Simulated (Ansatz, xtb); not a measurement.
## Relative energy of two isomers of C4H8N2

Structure a is `[H]/N=C\CC/C=N/[H]`, a singlet and structure b is `N/C=C\C=C\N`, a singlet. Both are isolated molecules in the gas phase, relaxed with r2SCAN-D4/def2-SVP; the shapes shown needn't be the lowest conformers.

a (Å):

```tsv
atom	x (Å)	y (Å)	z (Å)
C	1.4311	-1.2840	-0.7805
C	0.9092	0.1241	-0.6055
C	-0.5954	0.2178	-0.8826
C	-1.4588	-0.3322	0.2152
N	1.5911	-2.1723	0.1137
N	-0.9770	-0.7337	1.3225
H	1.2912	-1.7848	1.0210
H	1.6744	-1.5664	-1.8256
H	1.1062	0.4706	0.4218
H	1.4416	0.7922	-1.3032
H	-0.8614	-0.2963	-1.8266
H	-0.8978	1.2705	-1.0448
H	-2.5462	-0.3431	-0.0130
H	-1.7253	-1.0595	1.9438
```

b (Å):

```
atom    x (Å)    y (Å)    z (Å)
   C   2.2138  -1.8419   0.1805
   C   1.7781  -0.5881   0.4717
   C   0.4624  -0.2286   0.9499
   C   0.0684   1.0460   1.2038
   N   1.5050  -3.0274   0.3444
   N  -1.1380   1.4367   1.7641
   H   0.4950  -2.9277   0.3758
   H   1.7775  -3.7740  -0.2858
   H   3.2456  -1.9850  -0.1577
   H   2.4990   0.2252   0.3369
   H  -0.2628  -1.0316   1.1482
   H   0.7696   1.8725   1.0310
   H  -1.4796   2.3477   1.4772
   H  -1.8726   0.7354   1.7477
```

Quicker runs give these differences E(b) − E(a): GFN2-xTB −0.223 eV; HF/STO-3G +0.506 eV (at GFN2-xTB geometries); r2SCAN-D4/def2-SVP//GFN2-xTB −0.325 eV.

Q: Estimate E(b) − E(a) at the level CCSD(T)/def2-SVP + ΔMP2/def2-TZVPP.

A: CCSD(T)/def2-SVP + ΔMP2/def2-TZVPP gives E(b) − E(a) = +0.025 eV, slightly favouring structure a, which is too small a margin to settle the true order.

How the difference moves with the method:

| level | geometry | E(b) − E(a) (eV) | departure from the last row (eV) | job, with rough time for the two |
| --- | --- | --- | --- | --- |
| GFN2-xTB | GFN2-xTB | −0.223 | −0.248 | optimisation, 0.25 s |
| HF/STO-3G | GFN2-xTB | +0.506 | +0.481 | single point, 0.63 s |
| r2SCAN-D4/def2-SVP//GFN2-xTB | GFN2-xTB | −0.325 | −0.349 | single point, 3.8 s |
| r2SCAN-D4/def2-SVP | r2SCAN-D4/def2-SVP | −0.271 | −0.295 | optimisation, 50 s |
| HF/def2-SVP | r2SCAN-D4/def2-SVP | +0.038 | +0.013 | part of the CCSD(T) run |
| MP2/def2-SVP | r2SCAN-D4/def2-SVP | +0.097 | +0.072 | part of the CCSD(T) run |
| CCSD(T)/def2-SVP | r2SCAN-D4/def2-SVP | +0.197 | +0.172 | single point |
| CCSD(T)/def2-SVP + ΔMP2/def2-TZVPP | r2SCAN-D4/def2-SVP | +0.025 |  | single point, 62 s |

As drawn, b has 2 C–N, 2 C=C, 2 N–H in place of 2 C=N, 2 C–C, 2 C–H.

The largest departure from CCSD(T)/def2-SVP + ΔMP2/def2-TZVPP is that of HF/STO-3G, 0.481 eV. The last row adds to CCSD(T) the change of the MP2 difference between the two basis sets, here −0.172 eV, a large step that makes the value less sure.

With thermal terms from frequencies at re-optimised GFN2-xTB minima (ideal gas, soft modes damped towards free rotors, one conformer each, 298.15 K, 1 atm): the zero-point term adds −0.005 eV; ΔH is +0.026 and ΔG +0.034 eV.

The correlated steps freeze 6 core orbitals. Run with Ansatz 0.2.0, xtb 6.7.1; the last row on 2 threads of Intel(R) Xeon(R) Processor @ 2.70GHz on a shared host.
